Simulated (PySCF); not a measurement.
C₃H₃NO.
Numbering: `[cH:1]1[cH:2][o:3][cH:4][n:5]1` (hydrogens: H6 on C1; H7 on C2; H8 on C4)

Computed by this run: PBE0-D3(BJ)/def2-SVP geometry optimisation, gas phase in PySCF; density fitting, grid level 1; the optimiser is geomeTRIC in internal coordinates, started from a GFN2-xTB structure.

Step 0: E = -6683.6281 eV
```
atom  x, y, z in Å  |  force x, y, z in eV/Å
C1     -0.8606   -0.5318    0.2437    0.326   0.451  -0.180
C2     -0.6946    0.7427   -0.1981   -0.047  -0.372   0.130
O3      0.6267    0.9485   -0.3805    0.067   0.185  -0.069
C4      1.1997   -0.2102   -0.0411   -0.502  -0.367   0.170
N5      0.3673   -1.1213    0.3363    0.444  -0.322   0.071
H6     -1.7548   -1.0609    0.4980   -0.676  -0.265   0.147
H7     -1.3671    1.5476   -0.4095   -0.309   0.540  -0.157
H8      2.2649   -0.3060   -0.0997    0.697   0.151  -0.112
```

Step 1: E = -6683.6583 eV
```
atom  x, y, z in Å  |  force x, y, z in eV/Å
C1     -0.8623   -0.5376    0.2459   -0.124  -0.109   0.046
C2     -0.7011    0.7360   -0.1953    0.051   0.138  -0.049
O3      0.6267    0.9395   -0.3774   -0.032  -0.028   0.012
C4      1.2024   -0.2257   -0.0359    0.137   0.115  -0.049
N5      0.3752   -1.1384    0.3415   -0.039  -0.050   0.021
H6     -1.7855   -1.0597    0.4999    0.070   0.026  -0.014
H7     -1.3636    1.5695   -0.4172    0.017  -0.062   0.017
H8      2.2897   -0.2751   -0.1125   -0.081  -0.031   0.016
```

**Question.** Estimate the geometry and energy of step 2. (The exact step hangs on the optimiser's Hessian estimate; all steps are aligned on step 1, rigid shifts and turns removed.)

**Answer.** E = -6683.6587 eV, largest force 0.069 eV/Å
```
atom  x, y, z in Å  |  force x, y, z in eV/Å
C1     -0.8643   -0.5382    0.2463    0.061   0.028  -0.014
C2     -0.6996    0.7365   -0.1954   -0.006   0.053  -0.017
O3      0.6274    0.9413   -0.3778   -0.048  -0.046   0.018
C4      1.2032   -0.2233   -0.0366   -0.003   0.020  -0.005
N5      0.3747   -1.1365    0.3411    0.003  -0.040   0.012
H6     -1.7850   -1.0605    0.5000    0.006  -0.001   0.001
H7     -1.3631    1.5671   -0.4167   -0.011  -0.002   0.000
H8      2.2881   -0.2777   -0.1119   -0.001  -0.012   0.005
```

The energy changes by -0.0004 eV. The first-order estimate −F·Δx gives -0.0011 eV and the mean of the old and new forces, exact on a quadratic surface, -0.0004 eV. The step makes an angle of 57° with the force vector and moves no atom by more than 0.003 Å.

The cost below is that of the whole optimisation. Time: 15 s wall; peak memory 0.36 GiB. Hardware: one thread, Arm Neoverse N1 (aarch64), shared host with 64 logical CPUs at a one-minute load of 57.
